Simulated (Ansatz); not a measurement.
System: HCl, charge 1, doublet. HCl+ (parent SMILES Cl, doublet).
B3LYP-D3(BJ)/def2-TZVP minimum from Ansatz (a program for electronic structure):
```xyz
2

Cl     0.0000     0.0000    -0.0736
H      0.0000     0.0000     1.2515
```
Charge +1, spin multiplicity 2.

Total energies in aug-cc-pV(Q+d)Z, 7 correlated electrons, 5 frozen orbitals. Open shells are spin-unrestricted; no spin-orbit coupling. Correlated methods leave the cores frozen. No relativity.

```csv
method,program,energy (Eh),minus CCSDT(Q) (mEh)
HF,Ansatz,-459.68880,209.65
MP2,Ansatz,-459.86619,32.26
CCSD,Ansatz,-459.89024,8.21
CCSD(T),Ansatz,-459.89743,1.02
CCSDT(Q),Ansatz,-459.89845,0.00
```

Rough core times of Ansatz's runs on a shared machine: CCSD(T) 30 s, CCSDT(Q) 30 min.
